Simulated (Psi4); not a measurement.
Pair of molecules, SMILES NC=O with SMILES NC=O (the first has 6 atoms); geometry from S22 set.
(charge 0, multiplicity 1):
```tsv
atom	x (Å)	y (Å)	z (Å)
C	-2.0186	0.0529	0.0000
O	-1.4522	1.1436	0.0000
N	-1.4078	-1.1425	0.0000
H	-1.9646	-1.9770	0.0000
H	-0.3872	-1.2078	0.0000
H	-3.1171	-0.0137	0.0000
C	2.0186	-0.0529	0.0000
O	1.4522	-1.1436	0.0000
N	1.4078	1.1425	0.0000
H	1.9646	1.9770	0.0000
H	0.3872	1.2078	0.0000
H	3.1171	0.0137	0.0000
```

Method: SAPT0/jun-cc-pV(D+d)Z (Psi4).

Q: Give the four SAPT terms and the total, and say what mostly holds the pair together.

A: electrostatics -1140.1, exchange 1061.6, induction -428.0, dispersion -214.4, total -720.9 meV; the largest attraction is electrostatics.
